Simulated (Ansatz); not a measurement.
## Molecular dynamics, step by step

CH2FSi (SMILES F[C]=[SiH2]), doublet, PBE0-D4/def2-SVP (Ansatz 0.2.0). Settings (timestep in fs, temperature in K; T counts 9 degrees of freedom):

```yaml
hamiltonian: {xc: pbe0, dispersion: d4}
md: {n_steps: 30, timestep: 0.5, temperature: 100, ensemble: nvt_nose_hoover, seed: 25, initial_velocities: maxwell_boltzmann}
```

Start (the SMILES describes the start alone):

F1  (0.600, -1.628, 1.396)
C2  (0.732, -0.348, 0.970)
Si3  (-0.234, 0.296, -0.393)
H4  (-1.262, -0.006, -1.399)
H5  (0.165, 1.685, -0.574)
(Å)

| step | time (fs) | potential energy less the start (meV) | kinetic energy (meV) | T (K) |
| --- | --- | --- | --- | --- |
| 0 | 0.00 | 0.0 | 38.8 | 100 |
| 2 | 1.00 | 4.0 | 34.8 | 90 |
| 4 | 2.00 | -11.5 | 50.2 | 130 |
| 6 | 3.00 | -43.1 | 81.7 | 211 |
| 8 | 4.00 | -86.4 | 124.9 | 322 |
| 10 | 5.00 | -137.5 | 175.9 | 454 |
| 12 | 6.00 | -193.2 | 231.2 | 596 |
| 14 | 7.00 | -250.7 | 288.1 | 743 |
| 16 | 8.00 | -307.8 | 343.9 | 887 |
| 18 | 9.00 | -362.0 | 396.1 | 1021 |
| 20 | 10.00 | -410.6 | 441.6 | 1139 |
| 22 | 11.00 | -451.1 | 477.9 | 1232 |
| 24 | 12.00 | -481.4 | 502.5 | 1296 |
| 26 | 13.00 | -499.0 | 513.0 | 1323 |
| 28 | 14.00 | -500.9 | 506.5 | 1306 |
| 30 | 15.00 | -483.6 | 479.9 | 1238 |

Step 20, positions (Å) and forces (eV/Å):

```tsv
atom	x	y	z	Fx	Fy	Fz
F1	0.617	-1.596	1.404	0.295	-1.767	1.078
C2	0.665	-0.427	0.930	-0.925	1.470	-1.615
Si3	-0.214	0.314	-0.383	0.104	0.383	-0.059
H4	-1.300	-0.218	-1.309	0.466	-0.116	0.569
H5	0.116	1.737	-0.602	0.059	0.030	0.027
```

Step 22, positions (Å) and forces (eV/Å):

```csv
atom,x,y,z,Fx,Fy,Fz
F1,0.620,-1.594,1.406,0.270,-1.884,1.102
C2,0.652,-0.434,0.919,-0.667,1.557,-1.368
Si3,-0.211,0.318,-0.381,-0.133,0.046,-0.175
H4,-1.293,-0.265,-1.276,0.433,0.000,0.477
H5,0.112,1.728,-0.599,0.096,0.282,-0.036
```

Step 24, positions (Å) and forces (eV/Å):

| atom | x | y | z | Fx | Fy | Fz |
| --- | --- | --- | --- | --- | --- | --- |
| F1 | 0.623 | -1.594 | 1.410 | 0.250 | -1.834 | 1.055 |
| C2 | 0.638 | -0.440 | 0.906 | -0.381 | 1.445 | -1.001 |
| Si3 | -0.207 | 0.322 | -0.380 | -0.343 | -0.198 | -0.305 |
| H4 | -1.281 | -0.311 | -1.238 | 0.354 | 0.094 | 0.346 |
| H5 | 0.109 | 1.722 | -0.596 | 0.119 | 0.492 | -0.094 |

Last step (30):

```
atom    x (Å)    y (Å)    z (Å)
  F1   0.6332  -1.5971   1.4221
  C2   0.5971  -0.4505   0.8665
 Si3  -0.1979   0.3333  -0.3756
  H4  -1.2323  -0.4418  -1.1127
  H5   0.1066   1.7353  -0.5956
```

The run took about 40 s on 2 CPU threads of an Intel Xeon Platinum 8259CL (shared host).
